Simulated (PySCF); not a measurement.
**How methods differ on the ionisation energy of C**

C [He] 2s2 2p2 (3P) → C+ [He] 2s2 2p1 (2P), as a difference of total energies. All numbers are calculated (PySCF 2.14, the spin-free X2C one-electron Hamiltonian (Gaussian nucleus), in aug-cc-pVTZ-DK). Correlated levels: valence: 1s2 frozen. The calculations carry no spin-orbit coupling.

| method | ionisation energy (eV) | error (eV) |
| --- | --- | --- |
| UHF | 10.794 | -0.468 |
| MP2 (valence) | 11.251 | -0.011 |
| SCS-MP2 (valence) | 11.121 | -0.141 |
| CCSD (valence) | 11.153 | -0.109 |
| CCSD(T) (valence) | 11.180 | -0.082 |
| CCSDT (valence) | 11.186 | -0.076 |

Reference: 11.262 eV (measured; NIST levels, between the centres of gravity of the two terms).

Errors of the correlated levels include the incompleteness of this basis and the frozen core.
